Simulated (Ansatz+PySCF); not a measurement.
## singlet C4H6: levels of theory in one basis

```xyz
10

C     0.0000    0.0000    0.0000
C     1.4143    0.0000    0.0000
C    -0.7072    1.2248    0.0000
C    -0.7072   -1.2248    0.0000
H     1.9765   -0.9363    0.0000
H     1.9765    0.9363    0.0000
H    -1.7991    1.2436    0.0000
H    -0.1774    2.1799    0.0000
H    -1.7991   -1.2436    0.0000
H    -0.1774   -2.1799    0.0000
```

Basis set: cc-pVDZ (spherical functions). Frozen core: 4 orbitals. Charge 0, multiplicity 1.

Computed with Ansatz (development build ahead of 0.2.0); each method stands on the lowest determinant of its kind that the runs found. NEVPT2 correlates all electrons. Active spaces start from the frontier orbitals, and the lowest solution found is given.

| method | E − E(RHF) (eV) | <S²> of the determinant |
| --- | --- | --- |
| RHF | 0.00 | 0.00 |
| UHF | -3.18 | 1.14 |
| RHF-MP2 | -15.42 | – |
| UHF-MP2 | -16.54 | 1.14 |
| RHF-CCSD(T) | -18.07 | – |
| CASSCF(4,4) | -3.35 | – |
| CASSCF(2,2) | -2.63 | – |
| SC-NEVPT2(4,4) | -16.87 | – |

Question: What does SC-NEVPT2(2,2) give on the same scale?

Answer: -16.72 eV. NEVPT2 here correlates all electrons, so it doesn't share the others' frozen core.

Question: Is a single determinant a sound starting point here?

Answer: It is doubtful. Unrestricted orbitals lower Hartree–Fock by 3.18 eV and <S²> is 1.14 where a pure state has 0.00, a sign of strong static correlation. The CASSCF(4,4) natural occupations are 1.92, 1.00, 1.00, 0.08. The CASSCF(2,2) natural occupations are 1.04, 0.96.

Caution for RHF, RHF-MP2, RHF-CCSD(T): an unrestricted determinant lies well below. Caution for UHF, UHF-MP2: the unrestricted determinant is a mixture of spin states; the determinant breaks the point group. Caution for RHF-MP2, RHF-CCSD(T): large amplitudes, a single reference is doubtful. Caution for RHF-CCSD(T): the amplitudes may be one of several solutions. Caution for CASSCF(4,4), SC-NEVPT2(4,4): other starts end on other solutions of this active space.
